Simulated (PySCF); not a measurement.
**Si₂H₅O−: electronic excitations and core binding energies**

What electronic excitations and core binding energies should Si₂H₅O− (`[SiH2-]O[SiH3]`) show?

Computed with PySCF 2.14.0, with density-fitted response routines of our own, on a single molecule in the gas phase. Atoms are numbered from 0 throughout.

## (1) The molecule as given

8 atoms, charge -1, multiplicity 1; geometry from: GFN2-xTB.

Bonds of the start (Å): Si0–O1 1.77, O1–Si2 1.56, Si0–H3 1.51, Si0–H4 1.51, Si2–H5 1.48, Si2–H6 1.48, Si2–H7 1.48.

## (2) TDDFT and polarisability: CAM-B3LYP/def2-SVPD

Job settings and geometry (Å):

```
{"job": {"kind": "uv", "xc": "CAM-B3LYP", "basis": "def2-SVPD", "nstates": 8, "ntriplets": 3}, "charge": -1, "multiplicity": 1}
Si     1.780524    -0.584161     0.732212
O      0.040993    -0.290083     0.842443
Si    -1.122129     0.237458    -0.052360
H      1.796853    -1.360227    -0.559068
H      2.199932     0.751626     0.175651
H     -0.961571     1.634007    -0.520655
H     -1.381395    -0.565940    -1.270050
H     -2.344151     0.186732     0.782744
```

Method: TDDFT CAM-B3LYP/def2-SVPD, vertical, gas phase, core orbitals frozen in the response.

Command:

```console
$ OMP_NUM_THREADS=1 python probes_run.py task.json out
```

One launch serves the whole session: the jobs run in the order shown.

Standard output:

```text
coarse grid: 7440 points
cycle   1  E = -656.7975685807  dE = -9.195e-03  |g| = 7.807e-01  |ddm| = 3.009e+00
cycle   2  E = -656.6063402487  dE =  1.912e-01  |g| = 1.280e+00  |ddm| = 4.748e+00
cycle   3  E = -656.9281355836  dE = -3.218e-01  |g| = 3.789e-02  |ddm| = 2.004e+00
cycle   4  E = -656.9286075189  dE = -4.719e-04  |g| = 1.142e-02  |ddm| = 3.645e-01
cycle   5  E = -656.9286622555  dE = -5.474e-05  |g| = 2.712e-03  |ddm| = 1.702e-01
cycle   6  E = -656.9286671699  dE = -4.914e-06  |g| = 5.965e-04  |ddm| = 5.751e-02
final grid: 61920 points
cycle   7  E = -657.0196487425  dE = -4.341e-06  |g| = 9.549e-04  |ddm| = 2.998e-02
cycle   8  E = -657.0196487689  dE = -2.649e-08  |g| = 1.140e-03  |ddm| = 8.456e-03
cycle   9  E = -657.0196489996  dE = -2.307e-07  |g| = 1.434e-04  |ddm| = 1.560e-03
cycle  10  E = -657.0196490109  dE = -1.125e-08  |g| = 4.480e-05  |ddm| = 2.125e-03
cycle  11  E = -657.0196490129  dE = -2.048e-09  |g| = 1.013e-05  |ddm| = 1.155e-03
cycle  12  E = -657.0196490131  dE = -2.033e-10  |g| = 3.733e-06  |ddm| = 4.406e-04
converged SCF energy = -657.0196490131

Static polarisability (au): isotropic 83.704, principal 76.290 77.902 96.921

Singlet excitations
state   eV       nm        f      main configurations
  1   3.4289    361.6   0.02886   H->L+1 0.85, H->L+5 0.08
  2   3.7101    334.2   0.12499   H->L 0.54, H->L+2 0.43
  3   4.0964    302.7   0.01399   H->L+2 0.49, H->L 0.44
  4   4.9854    248.7   0.02895   H->L+4 0.86
  5   4.9936    248.3   0.06480   H->L+3 0.81, H->L+6 0.09
  6   5.2138    237.8   0.06967   H->L+5 0.79
  7   5.4740    226.5   0.11947   H->L+6 0.64, H->L+7 0.16, H->L+3 0.15
  8   6.0086    206.3   0.01115   H->L+7 0.61, H->L+9 0.17, H->L+6 0.16

Triplet excitations (Tamm-Dancoff, eV): 2.8461 3.4835 3.9671
```

Run time: 24 s. Hardware: 1 thread of Intel Xeon at 2.50GHz, shared host; peak memory 0.46 GiB.

The orbitals next to the gap, with their largest atomic shares:

| orbital | eV | atoms |
| --- | --- | --- |
| HOMO−3 | -5.99 | O1 28 %, Si2 23 %, H6 14 % |
| HOMO−2 | -5.63 | O1 46 %, Si2 19 %, H7 16 % |
| HOMO−1 | -4.39 | Si0 29 %, O1 23 %, H3 21 % |
| HOMO | -1.03 | Si0 63 %, O1 14 %, H4 11 % |
| LUMO | 4.65 | Si2 61 %, H7 12 %, H5 11 % |
| LUMO+1 | 5.17 | Si2 36 %, Si0 16 %, O1 14 % |
| LUMO+2 | 5.80 | Si0 65 %, H3 11 %, H4 11 % |

With each of the 8 states as a Gaussian band of 0.4 eV half-width at 1/e, the curve within the window shown has maxima at 337 nm (ε 6,000), 236 nm (ε 8,800) L/(mol cm). Beyond the last state computed it falls off for lack of states. The curve at chosen wavelengths:

nm, ε (L/mol/cm) and a bar:
```
      197        321 #
      207       1356 ####
      216       3840 #############
      226       7380 #########################
      236       8846 ##############################
      245       7880 ###########################
      255       5336 ##################
      264       3018 ##########
      274       1442 ####
      284       1066 ###
      293       1522 #####
      303       2639 #########
      313       4056 #############
      322       5200 #################
      332       5928 ####################
      342       5916 ####################
      351       5363 ##################
      361       4402 ###############
      371       3347 ###########
      380       2481 ########
      390       1694 #####
      399       1160 ###
      409        736 ##
      419        454 #
      428        287 
      438        169
```

Leading natural transition orbitals of singlet state 2: the hole lies on Si0 67 %; H3, H4 about 12 % each; O1 6 %; the particle on H3, H4 about 20 % each; Si0 14 %; H5, H6, H7 about 13 % each.

Leading natural transition orbitals of singlet state 1: the hole lies on Si0 65 %; H3, H4 about 13 % each; O1 7 %; the particle on O1 19 %; Si0 16 %; H3, H4 about 14 % each.

Ground-state properties from the same run:

| property | computed |
| --- | --- |
| polarisability (Å³) | 12.40 |
| HOMO–LUMO gap (eV) | 5.68 |
| −ε(HOMO) (eV) | 1.03 |

The fields below are evaluated on a grid from the run's orbitals.

Frontier orbitals at CAM-B3LYP/def2-SVPD, with the share of their density that lies nearest to each atom:

| orbital | energy (eV) | lies on |
| --- | --- | --- |
| HOMO | -1.03 | Si0 68 %; H3, H4 about 12 % each; O1 6 % |
| LUMO | 4.65 | H5, H6, H7 about 29 % each |

ELF in a plane through or near 3 of the atoms.

Ten even steps from ' ' (0.00) to '@' (1.00):
```
                                                        
                                                        
                                                        
                                                        
              ....                                      
        ..::::::::::                                    
    ..::----======--    ..::::..    ....::::..          
    ::==**######++==....++**++==....==**%%%%##==        
  ..==**%%%%%%--    ::++%%%%%%##::::%%@@@@@@@@@@::      
  ::++##%%@@++..##**..##**--**##::::@@@@@@@@@@@@==      
  ::++##%%@@==..####..##**++####::::@@@@@@@@@@@@==      
  ..==**%%%%%%==..  ::++%%%%%%##::::%%@@@@@@@@%%::      
    ::==****####++==....++**++==....--**%%%%##==        
    ..::----======--    ..::::..    ......::..          
        ..::::::::::                                    
              ....                                      
                                                        
                                                        
                                                        
                                                        
```
The map spans 9.8 Å across and 7.6 Å up, centred on the molecule. Atoms in the plane (x, y in Å): Si0 (-1.9, 0.0), O1 (-0.2, 0.0), H7 (2.3, 0.0).

On the surface of density 0.002 e/bohr³ the electrostatic potential runs, from the 1st to the 99th percentile, from -5.90 V near Si0 to -2.80 V near H5.

## (3) Core-electron binding energies: SCAN, X2C

The job, as its differences from that of step 2:

```diff
@@ -1,2 +1,2 @@
-{"job": {"kind": "uv", "xc": "CAM-B3LYP", "basis": "def2-SVPD", "nstates": 8, "ntriplets": 3}, "charge": -1, "multiplicity": 1}
+{"job": {"kind": "xps"}, "charge": -1, "multiplicity": 1}
 Si     1.780524    -0.584161     0.732212
```

Level: delta-SCF UKS SCAN, pcX-2 on the ionised atom, pcseg-1 elsewhere, spin-free X2C.

Standard output:

```text
ground state, core basis on atom 0 (Si), 117 functions
  cycle   1  E = -658.31474351  |g| = 8.00e-01
  cycle   2  E = -657.55668445  |g| = 2.03e+00
  cycle   3  E = -658.45501232  |g| = 9.51e-02
  cycle   4  E = -658.45705744  |g| = 4.90e-02
  cycle   5  E = -658.45773856  |g| = 8.11e-03
  cycle   6  E = -658.45775130  |g| = 1.83e-03
  cycle   7  E = -658.45775317  |g| = 6.37e-04
  cycle   8  E = -658.45775293  |g| = 7.08e-05
  E(ground) = -658.48125802 Eh
hole in Si 1s of atom 0
  cycle   1  E = -589.75818682  |g| = 4.35e+00
  cycle   2  E = -589.88034664  |g| = 2.12e+00
  cycle   3  E = -590.53983159  |g| = 6.85e-01
  cycle   4  E = -590.77939288  |g| = 3.22e-01
  cycle   5  E = -590.81337958  |g| = 1.73e-01
  cycle   6  E = -590.82578833  |g| = 2.93e-02
  cycle   7  E = -590.82615554  |g| = 8.63e-03
  cycle   8  E = -590.82619611  |g| = 2.04e-03
  cycle   9  E = -590.82619963  |g| = 3.78e-04
  E(ion) = -590.85814172 Eh   <S^2> = 0.7522   hole on atom = 1.000   binding energy = 1840.119 eV
hole in Si 2p of atom 0
  cycle   1  E = -654.41827969  |g| = 1.23e+00
  cycle   2  E = -654.37911561  |g| = 1.02e+00
  cycle   3  E = -654.72124979  |g| = 2.34e-01
  cycle   4  E = -654.74053481  |g| = 1.53e-01
  cycle   5  E = -654.74837744  |g| = 4.85e-02
  cycle   6  E = -654.74955662  |g| = 7.88e-03
  cycle   7  E = -654.74958509  |g| = 2.78e-03
  cycle   8  E = -654.74958983  |g| = 3.22e-04
  E(ion) = -654.78531089 Eh   <S^2> = 0.7514   hole on atom = 1.003   binding energy = 100.572 eV
  2p3/2 = 100.285 eV   2p1/2 = 100.916 eV
ground state, core basis on atom 1 (O), 106 functions
  cycle   1  E = -658.39662782  |g| = 1.11e-01
  cycle   2  E = -658.39404077  |g| = 1.35e-01
  cycle   3  E = -658.39698343  |g| = 5.55e-02
  cycle   4  E = -658.39751793  |g| = 5.98e-03
  cycle   5  E = -658.39753190  |g| = 7.75e-04
  cycle   6  E = -658.39753287  |g| = 1.25e-04
  E(ground) = -658.45954449 Eh
hole in O 1s of atom 1
  cycle   1  E = -637.99959956  |g| = 2.23e+00
  cycle   2  E = -637.45929234  |g| = 2.23e+00
  cycle   3  E = -638.77667091  |g| = 4.23e-01
  cycle   4  E = -638.83098422  |g| = 1.19e-01
  cycle   5  E = -638.83841945  |g| = 2.31e-02
  cycle   6  E = -638.83884099  |g| = 4.84e-03
  cycle   7  E = -638.83885612  |g| = 1.46e-03
  cycle   8  E = -638.83885871  |g| = 5.70e-04
  cycle   9  E = -638.83886034  |g| = 2.88e-04
  E(ion) = -638.90050111 Eh   <S^2> = 0.7636   hole on atom = 1.000   binding energy = 532.229 eV
ground state, core basis on atom 2 (Si), 117 functions
  cycle   1  E = -658.46270734  |g| = 3.02e-01
  cycle   2  E = -658.45886230  |g| = 1.75e-01
  cycle   3  E = -658.45699780  |g| = 1.94e-01
  cycle   4  E = -658.46425570  |g| = 1.72e-02
  cycle   5  E = -658.46430927  |g| = 1.48e-03
  cycle   6  E = -658.46431023  |g| = 3.14e-04
  E(ground) = -658.48805477 Eh
hole in Si 1s of atom 2
  cycle   1  E = -589.69601074  |g| = 4.35e+00
  cycle   2  E = -588.68836879  |g| = 2.42e+00
  cycle   3  E = -589.11514496  |g| = 1.53e+00
  cycle   4  E = -590.71604323  |g| = 2.72e-01
  cycle   5  E = -590.69948917  |g| = 3.54e-01
  cycle   6  E = -590.74757272  |g| = 7.26e-02
  cycle   7  E = -590.75010714  |g| = 1.95e-02
  cycle   8  E = -590.75039603  |g| = 4.52e-03
  cycle   9  E = -590.75041853  |g| = 1.35e-03
  cycle  10  E = -590.75042142  |g| = 2.92e-04
  E(ion) = -590.78214358 Eh   <S^2> = 0.7543   hole on atom = 1.000   binding energy = 1842.372 eV
hole in Si 2p of atom 2
  cycle   1  E = -654.35656623  |g| = 1.24e+00
  cycle   2  E = -653.22096513  |g| = 1.49e+00
  cycle   3  E = -654.46894474  |g| = 5.20e-01
  cycle   4  E = -654.66906858  |g| = 9.57e-02
  cycle   5  E = -654.67249157  |g| = 9.32e-02
  cycle   6  E = -654.67685276  |g| = 3.73e-02
  cycle   7  E = -654.67742882  |g| = 4.11e-03
  cycle   8  E = -654.67744638  |g| = 1.50e-03
  cycle   9  E = -654.67744948  |g| = 6.03e-04
  cycle  10  E = -654.67745129  |g| = 4.31e-04
  E(ion) = -654.71255410 Eh   <S^2> = 0.7635   hole on atom = 1.003   binding energy = 102.737 eV
  2p3/2 = 102.509 eV   2p1/2 = 103.133 eV
```

Wall time 39 s (1 thread of Intel Xeon at 2.50GHz, shared host); peak memory 0.38 GiB.

Binding energies by hole, beside the orbital energy of the ground state; the difference holds orbital relaxation and, for a density functional, its self-interaction error:

| hole | stands for | environment | ΔSCF (eV; 2p as the shell's mean) | −ε (eV) | ⟨S²⟩ |
| --- | --- | --- | --- | --- | --- |
| Si1s on Si0 | Si0 | silicon bonded to O, 2 H | 1840.12 | 1787.2 | 0.752 |
| Si2p on Si0 | Si0 | silicon bonded to O, 2 H | 100.50 | 89.9 | 0.751 |
| O1s on O1 | O1 | oxygen bonded to 2 Si | 532.23 | 511.0 | 0.764 |
| Si1s on Si2 | Si2 | silicon bonded to O, 3 H | 1842.37 | 1789.1 | 0.754 |
| Si2p on Si2 | Si2 | silicon bonded to O, 3 H | 102.72 | 91.9 | 0.763 |

With the spin-orbit splitting: Si0 2p3/2 100.28, 2p1/2 100.92 eV; Si2 2p3/2 102.51, 2p1/2 103.13 eV. The table gives each 2p level as the mean over the whole 2p shell (two parts 2p3/2, one part 2p1/2), which differs a little from the single hole in the log.

## (4) Results

| quantity | value |
| --- | --- |
| lowest singlet (CAM-B3LYP/def2-SVPD) | 3.43 eV (362 nm), f = 0.029 |
| brightest single state of those computed | state 2, 3.71 eV, f = 0.125 |
| lowest triplet | 2.85 eV |
| Si1s binding energies, SCAN/pcX-2 | Si2 1842.37, Si0 1840.12 eV |
| Si2p binding energies, SCAN/pcX-2 | Si2 102.72, Si0 100.50 eV |
| O1s binding energies, SCAN/pcX-2 | O1 532.23 eV |

What this shows: The first singlet state (HOMO→LUMO+1 0.85, HOMO→LUMO+5 0.08) lies at 3.43 eV and is weak; of the 8 states computed, the strongest absorption comes from state 2 at 3.71 eV. The lowest triplet lies 0.58 eV below the lowest singlet (triplets in Tamm-Dancoff, singlets in full TDDFT). The lowest singlet lies above −ε(HOMO); no detachment energy was computed, so the anion's states may not be bound. Si2 (silicon bonded to O, 3 H) binds its Si1s electron 2.25 eV more tightly than Si0 (silicon bonded to O, 2 H). Si2 (silicon bonded to O, 3 H) binds its Si2p electron 2.22 eV more tightly than Si0 (silicon bonded to O, 2 H).
